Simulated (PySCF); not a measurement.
CH3CH2CHFCH3, C4H9F.
Structure used (PBE0-D3(BJ)/def2-SVP), in Å, numbered top down from 1:
```xyz
14
C4H9F angstrom
C      1.9050   -0.2788   -0.2754
C      0.6342    0.3372    0.2841
C     -0.6288   -0.2746   -0.2902
C     -1.9031    0.3162    0.2655
F     -0.6220   -1.6354   -0.0213
H      1.9791   -0.1247   -1.3640
H      1.9204   -1.3625   -0.0903
H      2.8018    0.1601    0.1861
H      0.6102    1.4227    0.0895
H      0.6026    0.2163    1.3810
H     -0.6163   -0.1729   -1.3925
H     -1.9704    1.3885    0.0297
H     -2.7806   -0.1895   -0.1622
H     -1.9346    0.1979    1.3595
```

Computed, not measured: core-valence-separated Tamm–Dancoff BHandHLYP/aug-pcX-1 (pcseg-1 on H) in PySCF, non-relativistic, gas phase, PBE0-D3(BJ)/def2-SVP geometry. Absolute energies from this functional tend to lie a few eV below measured edges; no shift was applied.

The lowest roots of each edge with f over 0.003 (five at most, numbered afresh; weaker and dark ones are left out), with transition dipoles (au) in the frame of the coordinates:

```csv
root,edge,E (eV),μx,μy,μz
1,C,285.36,0.0338,0.0008,-0.0134
2,C,285.44,0.0300,-0.0249,-0.0065
3,C,285.62,0.0037,0.0464,0.0222
4,C,285.95,0.0241,0.0039,0.0565
5,C,286.12,-0.0019,0.0283,-0.0521
6,F,685.51,-0.0005,-0.0404,0.0104
7,F,686.41,-0.0030,-0.0211,0.0072
8,F,686.92,0.0063,-0.0098,0.0085
9,F,688.01,0.0007,0.0059,0.0141
```

Question: What are the oscillator strengths?

Answer: f = (2/3) ΔE |μ|², with ΔE in hartree (27.2114 eV):

| root | ΔE (Eh) | \|μ\|² (au) | f | core hole on |
| --- | --- | --- | --- | --- |
| 1 | 10.4868 | 0.001323 | 0.009 | C1 |
| 2 | 10.4896 | 0.001564 | 0.011 | C4 |
| 3 | 10.4963 | 0.002658 | 0.019 | C2 |
| 4 | 10.5086 | 0.003793 | 0.027 | C1 |
| 5 | 10.5147 | 0.003519 | 0.025 | C4 |
| 6 | 25.1922 | 0.001742 | 0.029 | F5 |
| 7 | 25.2250 | 0.000508 | 0.009 | F5 |
| 8 | 25.2439 | 0.000210 | 0.004 | F5 |
| 9 | 25.2841 | 0.000233 | 0.004 | F5 |

Question: Molecules are fixed in this frame and the field points along z. What effective strengths 3 f cos²θ do the roots have (θ between field and μ)?

Answer: root 1 (C1): 0.004, root 2 (C4): 0.001, root 3 (C2): 0.010, root 4 (C1): 0.067, root 5 (C4): 0.057, root 6 (F5): 0.005, root 7 (F5): 0.003, root 8 (F5): 0.004, root 9 (F5): 0.010. Root 4 is the strongest. Averaged over all orientations cos²θ is 1/3, which gives f back.

Rough CPU time on one thread of a shared machine: about 30 s.

One conformer stands for the species.
